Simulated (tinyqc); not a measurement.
Worked calculation: MP2 on RHF in the sto-3g basis, frozen core, for H3O+, spin multiplicity 1. One step of it, computed by the program tinyqc.

Task: Iteration 8 (converged): orbitals. Diagonalise F' = X^T F X, C = X C', fill 5 alpha and 5 beta electrons from the bottom; D = 2 C_occ C_occ^T. Each column has its largest component positive (the first on a tie).

converged F (hartree), order 1O 1s, 1O 2s, 1O 2px, 1O 2py, 1O 2pz, 2H 1s, 3H 1s, 4H 1s:
```
[[-20.787975, -5.292217, -0.000010, 0.000000, 0.006659, -0.941542, -0.940192, -0.940192],
 [-5.292217, -2.902994, -0.000116, 0.000000, 0.027811, -1.023486, -1.022475, -1.022475],
 [-0.000010, -0.000116, -0.813591, 0.000000, 0.000016, -0.597773, 0.298822, 0.298822],
 [0.000000, 0.000000, 0.000000, -0.813358, 0.000000, 0.000000, -0.517361, 0.517361],
 [0.006659, 0.027811, 0.000016, 0.000000, -0.851366, 0.070387, 0.070314, 0.070314],
 [-0.941542, -1.023486, -0.597773, 0.000000, 0.070387, -0.748550, -0.281474, -0.281474],
 [-0.940192, -1.022475, 0.298822, -0.517361, 0.070314, -0.281474, -0.747908, -0.281295],
 [-0.940192, -1.022475, 0.298822, 0.517361, 0.070314, -0.281474, -0.281295, -0.747908]]
```

X, order 1O 1s, 1O 2s, 1O 2px, 1O 2py, 1O 2pz, 2H 1s, 3H 1s, 4H 1s:
```
[[1.024561, -0.144866, -0.000008, 0.000000, 0.001796, 0.018824, 0.018808, 0.018808],
 [-0.144866, 1.240259, 0.000114, 0.000000, -0.017758, -0.227194, -0.226857, -0.226857],
 [-0.000008, 0.000114, 1.095125, 0.000000, -0.000011, -0.231855, 0.115860, 0.115860],
 [0.000000, 0.000000, 0.000000, 1.094964, 0.000000, 0.000000, -0.200558, 0.200558],
 [0.001796, -0.017758, -0.000011, 0.000000, 1.001444, 0.018553, 0.018518, 0.018518],
 [0.018824, -0.227194, -0.231855, 0.000000, 0.018553, 1.145703, -0.050957, -0.050957],
 [0.018808, -0.226857, 0.115860, -0.200558, 0.018518, -0.050957, 1.145414, -0.050928],
 [0.018808, -0.226857, 0.115860, 0.200558, 0.018518, -0.050957, -0.050928, 1.145414]]
```

Give: F' = X^T F X; orbital energies; coefficients C; D after iteration 8.

Result:

F' = X^T F X (hartree):
```
[[-20.4050, -2.7209, 0.0000, 0.0000, 0.0114, -0.1158, -0.1155, -0.1155],
 [-2.7209, -1.6604, 0.0001, 0.0000, -0.0130, -0.4423, -0.4418, -0.4418],
 [0.0000, 0.0001, -0.5581, 0.0000, 0.0000, -0.4955, 0.2477, 0.2477],
 [0.0000, 0.0000, 0.0000, -0.5583, 0.0000, 0.0000, -0.4288, 0.4288],
 [0.0114, -0.0130, 0.0000, 0.0000, -0.8471, 0.0469, 0.0468, 0.0468],
 [-0.1158, -0.4423, -0.4955, 0.0000, 0.0469, -0.2955, -0.0590, -0.0590],
 [-0.1155, -0.4418, 0.2477, -0.4288, 0.0468, -0.0590, -0.2956, -0.0589],
 [-0.1155, -0.4418, 0.2477, 0.4288, 0.0468, -0.0590, -0.0589, -0.2956]]
```

orbital energies (hartree): [-20.7966, -1.6902, -1.0251, -1.0248, -0.8532, 0.0139, 0.2298, 0.2304]

coefficients C, order 1O 1s, 1O 2s, 1O 2px, 1O 2py, 1O 2pz, 2H 1s, 3H 1s, 4H 1s:
```
[[0.9942, -0.2414, 0.0000, 0.0000, -0.0198, -0.1573, 0.0000, 0.0002],
 [0.0260, 0.8884, -0.0003, 0.0000, 0.0977, 0.9564, 0.0000, -0.0015],
 [0.0000, 0.0001, 0.6948, 0.0000, 0.0001, -0.0009, 0.0000, -0.8929],
 [0.0000, 0.0000, 0.0000, 0.6949, 0.0000, 0.0000, 0.8925, 0.0000],
 [-0.0008, -0.0324, -0.0001, 0.0000, 0.9936, -0.1265, 0.0000, 0.0002],
 [-0.0044, 0.1012, 0.4121, 0.0000, -0.0353, -0.6346, 0.0000, 0.9164],
 [-0.0044, 0.1011, -0.2061, 0.3569, -0.0354, -0.6358, -0.7928, -0.4571],
 [-0.0044, 0.1011, -0.2061, -0.3569, -0.0354, -0.6358, 0.7928, -0.4571]]
```

D after iteration 8, order 1O 1s, 1O 2s, 1O 2px, 1O 2py, 1O 2pz, 2H 1s, 3H 1s, 4H 1s:
```
[[2.0941, -0.3811, 0.0000, 0.0000, -0.0253, -0.0562, -0.0562, -0.0562],
 [-0.3811, 1.5988, -0.0001, 0.0000, 0.1365, 0.1725, 0.1726, 0.1726],
 [0.0000, -0.0001, 0.9654, 0.0000, 0.0000, 0.5726, -0.2864, -0.2864],
 [0.0000, 0.0000, 0.0000, 0.9656, 0.0000, 0.0000, 0.4960, -0.4960],
 [-0.0253, 0.1365, 0.0000, 0.0000, 1.9765, -0.0768, -0.0768, -0.0768],
 [-0.0562, 0.1725, 0.5726, 0.0000, -0.0768, 0.3626, -0.1468, -0.1468],
 [-0.0562, 0.1726, -0.2864, 0.4960, -0.0768, -0.1468, 0.3627, -0.1468],
 [-0.0562, 0.1726, -0.2864, -0.4960, -0.0768, -0.1468, -0.1468, 0.3627]]
```
